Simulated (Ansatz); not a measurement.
Reaction (SMILES): C(N)(C)=O → [NH-]C(=O)C + H+
B3LYP-D3(BJ)/def2-TZVP geometries, fixed; electronic energies without zero-point terms.

Basis-set convergence of the deprotonation energy at CCSD(T) with Ansatz (a program for electronic structure). Cartesian d functions, on some or all atoms, in 6-31G**, 6-31+G*; all else is spherical. Cores are frozen. Species with rotatable bonds are taken in one conformer. The proton leaves the site shown, which need not be the most acidic. No added dispersion term, no relativity. Functions are those of the species that has most. Reference: Hartree-Fock in aug-cc-pVQZ plus the correlation part extrapolated as X^-3 from aug-cc-pVTZ and aug-cc-pVQZ, 369.35 kcal/mol, itself unsure by roughly 0.11 kcal/mol (a third of the extrapolation step and of the last Hartree-Fock step).

```json
[
 {"basis": "3-21G", "functions": "46", "deprotonation energy (kcal/mol)": "398.82"},
 {"basis": "6-31G", "functions": "46", "deprotonation energy (kcal/mol)": "384.21"},
 {"basis": "def2-SV(P)", "functions": "66", "deprotonation energy (kcal/mol)": "(withheld)"},
 {"basis": "pcseg-1", "functions": "81", "deprotonation energy (kcal/mol)": "(withheld)"},
 {"basis": "6-31G**", "functions": "85", "deprotonation energy (kcal/mol)": "386.12"},
 {"basis": "6-31+G*", "functions": "86", "deprotonation energy (kcal/mol)": "(withheld)"},
 {"basis": "def2-TZVP", "functions": "154", "deprotonation energy (kcal/mol)": "372.13"},
 {"basis": "cc-pVTZ", "functions": "190", "deprotonation energy (kcal/mol)": "376.75"},
 {"basis": "pcseg-2", "functions": "190", "deprotonation energy (kcal/mol)": "372.69"},
 {"basis": "def2-TZVPP", "functions": "194", "deprotonation energy (kcal/mol)": "373.88"},
 {"basis": "aug-pcseg-2", "functions": "299", "deprotonation energy (kcal/mol)": "369.96"},
 {"basis": "cc-pVQZ", "functions": "370", "deprotonation energy (kcal/mol)": "372.73"},
 {"basis": "def2-QZVPPD", "functions": "420", "deprotonation energy (kcal/mol)": "(withheld)"}
]
```

Some entries are withheld; supply them.


- def2-SV(P), deprotonation energy (kcal/mol): 379.22
- pcseg-1, deprotonation energy (kcal/mol): 377.30
- 6-31+G*, deprotonation energy (kcal/mol): 365.37
- def2-QZVPPD, deprotonation energy (kcal/mol): 370.02
